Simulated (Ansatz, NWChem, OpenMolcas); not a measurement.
How methods differ on C3H3NO (oxazole)

C3H3NO has 8 atoms, charge 0, and is taken as a singlet. As SMILES, `c1cocn1`. The coordinates come from a PBE0-D4/def2-TZVP relaxation.

Each level gives the dipole moment (D). The values are calculated.

**What was measured.** NIST CCCBDB gives the dipole moment of the gas as 1.50 D.

```tsv
level	kind	program	value (D)	computed − measured
HF/def2-SVP	Hartree–Fock	Ansatz	1.52	+0.02
BLYP/def2-SVP	GGA	OpenMolcas	1.49	-0.01
M06-L/def2-SVP	meta-GGA	OpenMolcas	1.53	+0.03
TPSS/def2-SVP	meta-GGA	OpenMolcas	1.53	+0.03
BHLYP/def2-SVP	global hybrid	OpenMolcas	1.52	+0.02
M06-2X/def2-SVP	hybrid meta-GGA	OpenMolcas	1.54	+0.04
PBE0/def2-SVP	global hybrid	NWChem	1.55	+0.05
CAM-B3LYP/def2-SVP	range-separated hybrid	NWChem	1.53	+0.03
```

Nearest: BLYP/def2-SVP (-0.01 D); farthest: PBE0/def2-SVP (+0.05 D). The measured dipole is a vibrational average, so differences of a few hundredths of a debye mean little. Computed less measured by kind, in D (def2-SVP rows): Hartree–Fock +0.02; GGA -0.01; meta-GGA +0.03 to +0.03; global hybrid +0.02 to +0.05; range-separated hybrid +0.03.
